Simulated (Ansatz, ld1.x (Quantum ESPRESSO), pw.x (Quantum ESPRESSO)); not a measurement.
**Tl: one change to the RRKJ potential, in the atom and in the sc crystal**

| Property | Result |
| --- | --- |
| Element | Tl (Z = 81) |
| Generator | ld1.x (Quantum ESPRESSO) 7.5 |
| Type | norm-conserving RRKJ (Kleinman–Bylander form) |
| Functional | LDA (PW92) |
| Relativity | scalar-relativistic |
| Frozen core | [Xe] 4f14 |
| Valence charge | 13 |
| Reference configuration | 5d10 6s2 6p1 |
| Partial waves | 6s (bound): rc 1.90 bohr; 5d (bound): rc 1.85 bohr; 5f channel at 0.15 Ry: rc 2.60 bohr; 6p (bound): rc 3.20 bohr |
| Local potential | the p channel |
| Core correction | a·sin(br)/r model core, default radius (core density twice the valence density) |
| rho0 | 0.02 |

Change: all radii but the core radius scaled by about 1.19 (s 2.26, p 3.82, d 2.20, f 3.10 bohr).

Cutoffs, loose and tight: the cutoffs (Ry, on a coarse ladder) from which the occupation-weighted sum of valence levels, in a spherical-Bessel basis at the reference potential, stays within 10 and 1 mRy of its value at 400 Ry. They do not see the model core or the augmentation charge, which bear on the density cutoff. Test errors are all-electron minus pseudo excitation energies from the reference, over the configurations 5d10 6s2 6p0; 5d10 6s1 6p0; 5d10 6s0 6p0; 5d10 6s1 6p1; 5d10 6s2 6p1.3; 5d9 6s2 6p1; 5d10 6s0 6p3 (two spin-polarised tests are not counted in the largest error); variants that change the core or the reference have their own tests.

Crystal test: sc Tl in pw.x 7.5, no spin, 11³ k-points, Fermi–Dirac smearing 0.01 Ry, cutoffs set for each file from its atomic test. The reference is all-electron LAPW (Ansatz 0.2.0) with the same functional, mesh and smearing; V0 and B0 come from Birch–Murnaghan fits to the pressures at five volumes. Errors are pseudo minus all-electron; Δ is the rms difference of the E(V) curves that follow from these fits, minima aligned, over ±6 % about the mean V0. Mesh and smearing are coarse, so the numbers serve the comparison and aren't converged zero-temperature values; the lattice is a test structure that the element need not adopt.

All-electron: a0 = 3.094 Å (V0 = 29.61 Å³/atom), B0 = 36.4 GPa.

**Question.** Does the change bring the crystal closer to the all-electron result?

**Answer.** The mean pressure error goes from +0.40 to -2.00 GPa, so the change moves the solid further from the all-electron pressures. At 80 % of its cutoff the pressure of the base moves by -1.39 GPa.

```csv
quantity,base,changed
outcome (atom),generated,generated
"cutoff, loose (atom)",45 Ry,35 Ry
"cutoff, tight (atom)",50 Ry,50 Ry
bound ghosts (atom),none,none
largest test error (meV) (atom),-105,-133
cutoffs in pw.x (Ry),60/240,60/240
a0 (Å),3.104,–
a0 error (%),+0.34,–
B0 error (%),+0.6,–
Δ (meV/atom),2.5,–
mean pressure error (GPa),+0.40,-2.00
```

A dash: not determined, or the minimum lies outside the volumes sampled.

Base: The largest radius (3.20 bohr) exceeds half the bond length (2.92 bohr), so the spheres overlap, which is one possible source of error among others. Changed file: The largest radius (3.82 bohr) exceeds half the bond length (2.92 bohr), so the spheres overlap, which is one possible source of error among others. This is a poor potential for the solid. The logarithmic derivative shows an extra or strongly shifted pseudo pole above the reference energy (s near 0.98 Ry). The atomic cutoffs weigh occupied waves only.
